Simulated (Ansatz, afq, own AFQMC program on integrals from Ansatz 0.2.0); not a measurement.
**NH₃ (singlet): quantum Monte Carlo beside coupled cluster at distance N1–H4 = 0.810 Å, 6-31G**

An exercise on one series of results from a longer session: the logs are not shown, and one member is left open.

Method: 6-31G, frozen cores; program: Ansatz 0.2.0, Gaussian basis, and an in-house AFQMC program (afq) on its integrals; all values are calculated.

The runs, in order: Full CI; PBE (unrestricted); r2SCAN (unrestricted); PBE0 (unrestricted); B3LYP (unrestricted); wB97M-V (unrestricted); B2PLYP (unrestricted); CCSD(T) on RHF; Full CI; CCSDT(Q) on RHF; CCSDTQ on RHF; Phaseless AFQMC, CISD trial on RHF; Phaseless AFQMC, single-determinant trial on RHF; Free-projection AFQMC, CISD trial on RHF; Phaseless AFQMC, first-order trial on RHF; UHF.

4 further runs of the same task are left out: 4 that didn't finish.

## The geometry

The geometry derives from a PBE0/def2-TZVP stationary point (not a proven minimum). One bond is set to the value named and the two fragments are kept rigid.

4 atoms, charge 0, spin multiplicity 1.

Atoms are counted from 1 here; the program's logs count them from 0.

Bond lengths: N1–H2 1.012 Å, N1–H3 1.012 Å, N1–H4 0.810 Å. Angles: H2–N1–H3 107.1°, H2–N1–H4 107.1°, H3–N1–H4 107.1°.

Geometry (Å):

```xyz
4
charge 0, multiplicity 1
N    -0.0051   -0.0098   -0.0623
H     0.9331    0.0032    0.3182
H    -0.4881    0.7985    0.3099
H    -0.3740   -0.6659    0.2370
```

Set-up of the first run:

in.yaml

```yaml
crystal:
  periodic: [false, false, false]
  atoms:
    - {symbol: N, position_ang: [-0.005111, -0.009777, -0.062252]}
    - {symbol: H, position_ang: [0.933076, 0.003249, 0.318160]}
    - {symbol: H, position_ang: [-0.488059, 0.798504, 0.309931]}
    - {symbol: H, position_ang: [-0.373997, -0.665887, 0.236986]}
basis:
  gaussian: {orbitals: 6-31G}
correlation: {method: fci, electrons: outside_noble_gas}
```

The run is started by

```bash
$ ansatz run in.yaml --threads 1 --pin off --events-out ev --progress --plain --max-ram 16896MiB --backend cuda --devices 0, --max-vram 18GiB
```

Among the steps run: Full CI; PBE (unrestricted); r2SCAN (unrestricted); PBE0 (unrestricted); B3LYP (unrestricted); wB97M-V (unrestricted); B2PLYP (unrestricted); CCSD(T) on RHF; CCSDT(Q) on RHF; CCSDTQ on RHF; Phaseless AFQMC, CISD trial on RHF; Phaseless AFQMC, single-determinant trial on RHF; Free-projection AFQMC, CISD trial on RHF; Phaseless AFQMC, first-order trial on RHF (settings varied); UHF.

One table of the session follows, with a row left open; its other results are not shown here.

On the RHF determinant, counted from full CI (exact for this spin and basis):

```
                                                              level  from full CI (kcal/mol)
                                                                 HF                   +77.31
                                                                MP2                    +8.73
                                                               CCSD                    +0.97
                                                            CCSD(T)                        ?
                                                           CCSDT(Q)                     0.00
                                                             CCSDTQ                    +0.01
                                                            full CI                     0.00
              Phaseless AFQMC, CISD trial, step 0.005, 4000 walkers                     0.00
Phaseless AFQMC, single-determinant trial, step 0.005, 4000 walkers                    +0.14
         Free-projection AFQMC, CISD trial, step 0.03, 4000 walkers                    -0.03
          Phaseless AFQMC, first-order trial, step 0.02, 80 walkers                    -0.15
```

Estimate the missing values for CCSD(T).

**Answer.** from full CI (kcal/mol): +0.23. In the column «from full CI (kcal/mol)» it lies between Phaseless AFQMC, single-determinant trial, step 0.005, 4000 walkers (+0.14) and CCSD (+0.97).

Limits of these values: On RHF the phaseless walk with the CISD trial lies 0.00 kcal/mol from full CI, within three error bars.
